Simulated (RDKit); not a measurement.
RDKit input (UFF):

```python
from rdkit import Chem
from rdkit.Chem import AllChem, rdDetermineBonds

mol = Chem.MolFromXYZFile('mol.xyz')
rdDetermineBonds.DetermineBonds(mol, charge=-1)
print('SMILES', Chem.MolToSmiles(Chem.RemoveHs(mol)))
ff = AllChem.UFFGetMoleculeForceField(mol)
e0 = ff.CalcEnergy()
flag = ff.Minimize(maxIts=5000, forceTol=1e-5)
print(f'energy {e0:.4f} -> {ff.CalcEnergy():.4f} kcal/mol, converged: {flag == 0}')
print(Chem.MolToXYZBlock(mol))
```
mol.xyz:
```
6

C      0.13024566     0.85108141    -0.45470947
O     -0.00376065    -0.00303305     0.86250643
C      0.02493219    -0.64005001    -0.38613383
H     -0.92028812     1.20080584    -0.62002850
H     -0.89689779    -1.18874982    -0.64519838
H      0.91620393    -1.25398011    -0.58976473
```

Output:

```
SMILES [CH-]1CO1
energy 349.2715 -> 328.2618 kcal/mol, converged: True
6

C      0.096897    0.782537   -0.382221
O     -0.006548    0.013676    0.793750
C      0.025674   -0.693128   -0.420203
H     -0.894436    1.225367   -0.614368
H     -0.962774   -1.139986   -0.657877
H      0.991622   -1.222391   -0.552410
```

The dipole moment of an ion depends on the origin.

The geometry given is a B3LYP-D3(BJ)/def2-TZVP minimum.
